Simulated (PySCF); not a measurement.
hydrogen fluoride (FH), SMILES F.

The structure is a stationary point at B3LYP-D3(BJ)/def2-TZVPD.

All values below come from TDA-PBE0/def2-TZVPD (PySCF).

Vertical excitations; the highest root listed may be one member of a degenerate set. Isolated molecule, no solvent. State labels are in the subgroup C2v.

```
state  symmetry  energy (eV)  λ (nm)      f                                              main pairs
-----  --------  -----------  ------  -----  ------------------------------------------------------
S1           B2        10.07     123  0.031                              HOMO→LUMO (degenerate set)
S2           B1        10.07     123  0.031                            HOMO−1→LUMO (degenerate set)
S3           A2        13.05      95  0.000             HOMO→LUMO+1, HOMO−1→LUMO+2 (degenerate set)
S4           A1        13.05      95  0.000             HOMO−1→LUMO+1, HOMO→LUMO+2 (degenerate set)
S5           A2        13.09      95  0.000                    HOMO−1→LUMO+2 50 %, HOMO→LUMO+1 50 %
S6           B2        13.18      94  0.022                            HOMO→LUMO+3 (degenerate set)
S7           B1        13.18      94  0.022                          HOMO−1→LUMO+3 (degenerate set)
S8           A1        13.52      92  0.063  HOMO−2→LUMO 34 %, HOMO→LUMO+2 33 %, HOMO−1→LUMO+1 33 %
S9           A1        14.71      84  0.088  HOMO−2→LUMO 59 %, HOMO−1→LUMO+1 14 %, HOMO→LUMO+2 14 %
S10          B1        15.67      79  0.068                                      HOMO−1→LUMO+4 96 %
T1           B2         9.53     130      0                              HOMO→LUMO (degenerate set)
T2           B1         9.53     130      0                            HOMO−1→LUMO (degenerate set)
T3           A1        12.53      99      0  HOMO→LUMO+2 37 %, HOMO−1→LUMO+1 37 %, HOMO−2→LUMO 22 %
T4           A1        12.74      97      0  HOMO−2→LUMO 72 %, HOMO→LUMO+2 12 %, HOMO−1→LUMO+1 12 %
```
Triplets are in the Tamm–Dancoff approximation.
